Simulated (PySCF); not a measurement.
# S₂F₂: calculation against measurement

Isolated S₂F₂, optimised in PySCF with density fitting and no spin–orbit coupling; def2 sets carry scalar-relativistic core potentials from Rb on. It is a singlet of Cs symmetry: PBE0/def2-TZVP S–F 1.606 Å (×2), S–S 1.859 Å, F–S–F 92.0°, F–S–S 107.9° (×2).

Q: The measured dipole moment is 1.03 D (NIST CCCBDB Release 22 (SRD 101), experimental dipoles). What do the calculations give?

A: PBE0/def2-TZVP 0.96 D. The measured value is a vibrational average, and the basis lacks diffuse functions.
